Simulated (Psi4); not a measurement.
Reaction (SMILES): Cl[C]Cl (closed-shell singlet) + 3 [H][H] (H2) → C (CH4) + 2 Cl (HCl)
B3LYP-D3(BJ)/def2-TZVP geometries, fixed; electronic energies without zero-point terms.
Largest species:
```
C
H 1 1.0892
H 1 1.0892 2 109.47
H 1 1.0892 2 109.47 3 120.00
H 1 1.0892 2 109.47 3 -120.00
```

Basis-set convergence of the energy of full hydrogenation at PBE with Psi4. Cartesian d functions, on some or all atoms, in 6-31G**; all else is spherical. Density fitting with the program's default auxiliary sets. Psi4's default fitting sets serve the pcseg sets less well. No added dispersion term, no relativity. Functions are those of the species that has most. Reference: the value in aug-cc-pV(Q+d)Z, -124.79 kcal/mol, itself unsure by roughly 0.03 kcal/mol (its mean distance from def2-QZVPPD, def2-QZVPP, cc-pV(Q+d)Z). Deviations are taken from unrounded values.

```
basis        functions  energy of full hydrogenation (kcal/mol)  minus reference (kcal/mol)
-----------  ---------  ---------------------------------------  --------------------------
STO-3G              23                                  -118.06                        6.73
pcseg-0             35                                  -141.45                      -16.67
pcseg-1             50                                  -129.41                       -4.62
6-31G**             53                                  -126.31                       -1.53
cc-pV(D+d)Z         60                                  -124.99                       -0.21
6-311+G**           82                                  -127.51                       -2.72
pcseg-2             98                                  -125.58                       -0.80
def2-TZVPD         129                                  -123.86                        0.93
aug-pcseg-3        281                                  -124.71                        0.08
```

The smallest set listed that lies within 2 kcal/mol of the reference with all its larger relatives (same family, alike in diffuse functions; a set with none counts only in the reference's own line) is cc-pV(D+d)Z (60 functions, -0.21 kcal/mol off). Inside the window by cancellation, since a larger relative falls out: 6-31G**. Inside, with no larger relative to test it: aug-pcseg-3. (Relatives not listed, tested too: 6-311G** -5.49, cc-pV(T+d)Z -0.10, def2-TZVPPD -0.38, cc-pV(Q+d)Z 0.02, pcseg-3 -0.02, def2-QZVPPD 0.03 kcal/mol.)
